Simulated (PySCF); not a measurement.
Geometry:
```
atom   x (Å)   y (Å)   z (Å)
  C1  -1.760   0.376  -0.156
  O2  -0.848  -0.443  -0.870
  C3   0.394  -0.400  -0.446
  C4   1.628  -0.828  -0.548
  C5   1.325   0.127   0.542
  F6   1.242  -0.328   1.846
  H7  -2.764   0.115  -0.512
  H8  -1.689   0.188   0.927
  H9  -1.570   1.443  -0.354
 H10   2.390  -1.442  -1.019
 H11   1.693   1.164   0.571
```

Geometry: PBE0-D3(BJ)/def2-SVP; GIAO shifts from PySCF, gas phase, non-relativistic, averaged over equivalent atoms.

At LC-wPBE/pcSseg-2 (286 basis functions, 90 s wall time on 1 thread of an Arm Neoverse N1, shared host):
```json
{"atoms": "C3", "δ (ppm)": "159.0"}
{"atoms": "C4", "δ (ppm)": "90.5"}
{"atoms": "C5", "δ (ppm)": "70.9"}
{"atoms": "C1", "δ (ppm)": "61.2"}
{"atoms": "O2", "δ (ppm)": "71.6"}
{"atoms": "F6", "δ (ppm)": "-139.8"}
{"atoms": "H10", "δ (ppm)": "5.61"}
{"atoms": "H11", "δ (ppm)": "4.97"}
{"atoms": "H7/H8/H9", "δ (ppm)": "3.82"}
```

Scale: ¹³C (σref 188.30), ¹H (σref 31.32) against TMS; H2O for ¹⁷O (σref 332.63); CFCl3 for ¹⁹F (σref 203.63) (reference shieldings calculated alike).

Q: Predict the values at WP04/pcSseg-2 on the same geometry.

A: 
```csv
atoms,δ at WP04/pcSseg-2,change
C3,150.0,-9.0
C4,85.7,-4.8
C5,73.6,+2.7
C1,62.3,+1.1
O2,88.5,+16.9
F6,-151.8,-12.0
H10,5.48,-0.13
H11,4.96,-0.01
H7/H8/H9,3.72,-0.10
```

Referencing at the same level of theory: ¹³C (σref 172.10) and ¹H (σref 31.61) against TMS; ¹⁷O (σref 314.06) vs H2O; ¹⁹F (σref 177.34) against CFCl3.

The largest change is at O2 (ether oxygen). Cost: 286 basis functions, 61 s wall time on 1 thread of an Arm Neoverse N1, shared host. The order of the carbon signals is the same at both levels.

Unscaled 19F shifts against computed CFCl3 carry errors that often reach 10 to 50 ppm. Experimental scales use liquid or dissolved standards, which lie at an offset from isolated H2O (liquid H2O: subtract about 36 ppm).
